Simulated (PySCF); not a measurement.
Method: PBE-D3(BJ)/def2-TZVP // B3LYP-D3(BJ)/def2-TZVP in PySCF 2.14.0. Isolated molecules, 0 K electronic values unless said otherwise. Delta-SCF ions had no search for a lower state. 

Reference species (SMILES): `[Cl][Al]([Cl])[Br]` (neutral, multiplicity 1).

| Quantity | Value |
|---|---|
| HOMO | -7.64 eV |
| HOMO–LUMO gap | 5.37 eV |
| vertical ionisation energy (Delta-SCF) | 10.51 eV |
| S1 oscillator strength | 0.005 |

Changed species: `[Cl][Al]([Cl])[Cl]` (0 of 3 Cl replaced by Br; the reference has 1 of 3 Cl replaced by Br).

Question: Predict the effect on the HOMO, HOMO–LUMO gap, vertical ionisation energy (Delta-SCF) and S1 oscillator strength.

Answer: the HOMO drops by 0.32 eV, to -7.96 eV; the HOMO–LUMO gap rises by 0.41 eV, to 5.78 eV; the vertical ionisation energy (Delta-SCF) increases by 0.34 eV, to 10.85 eV; the S1 oscillator strength hardly moves.
